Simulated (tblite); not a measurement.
Write Cartesian coordinates for InChI=1S/C3H7O/c1-2-3-4/h2,4H,3H2,1H3 as optimised with GFN2-xTB. (Doublet state.)

```
atom  x, y, z in Å
C1    -1.386    0.063   -0.024
C2    -0.128   -0.415    0.586
C3     1.169   -0.296   -0.119
O4     1.300    0.892   -0.879
H5    -2.094   -0.761   -0.160
H6    -1.890    0.795    0.615
H7    -1.187    0.519   -0.992
H8    -0.161   -0.949    1.519
H9     1.999   -0.385    0.600
H10    1.297   -1.101   -0.862
H11    1.086    1.640   -0.311
```

Any rigid rotation of these coordinates is as good. Atoms count from 1 in this order. Of the pairs four or more bonds apart, O4···H7 is among the closest relative to their van der Waals radii: 2.52 Å, 93 % of the sum of Bondi's values. C2 (carbon bonded to 2 C and H) is planar (angles 121.5°, 119.5° and 118.7°, sum 359.7°, 0.04 Å off the plane of its three neighbours).

Bonds between heavy atoms (Å): C1–C2 1.477, C2–C3 1.481, C3–O4 1.416.

Computed geometry: GFN2-xTB, gas phase. This method treats the open shell by occupation alone, without spin polarisation.

Point group: C1 (no symmetry element, even within 0.4 Å). Its GFN2-xTB frequencies are all real (lowest 73 cm⁻¹). Torsions: C1–C2–C3–O4 37°, C2–C3–O4–H 52°. 2 starts were optimised and ended at 0.00 and 2.38 kcal/mol (GFN2-xTB); the lowest of these is shown.

One conformer stands for the species.
